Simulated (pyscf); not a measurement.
PySCF, gas phase, ωB97X-D3(BJ)/def2-SVP geometries.

Question: H₃Si–SiH(SiH₃)–Ge(SiH₃)(SiH₃)–SiH₃ (SMILES [SiH3][SiH]([SiH3])[Ge]([SiH3])([SiH3])[SiH3]) -> H₃Si–Si(SiH₃)=Ge(SiH₃)–SiH₃ (SMILES [SiH3][Si]([SiH3])=[Ge]([SiH3])[SiH3]) + SiH₄ (SMILES [SiH4])
Surface: singlet. Broken: H–Si, Ge–Si. Formed: H–Si. Give ΔE‡ and ΔE from ωB97M-D3(BJ)/def2-TZVP, relative to the reactant's lowest minimum found.

Answer: ΔE‡ = 55.7 kcal/mol, ΔE = +41.3 kcal/mol. Zero-point energy shifts the barrier by +0.2 kcal/mol. It is an elimination, with an imaginary mode of 284i cm⁻¹. On the product side the descent ends in a complex (not fully relaxed), 4.9 kcal/mol under the separated species and 17.2 kcal/mol under the saddle at ωB97X-D3(BJ)/def2-TZVP. At the saddle there is also a short Si–Si contact that neither side keeps. At ωB97X-D3(BJ) the barrier from the zero used here is 58.3 kcal/mol. This is the saddle that the search found; another between the same sides may lie lower. Elements up to Kr have no core potential and no relativistic terms here.
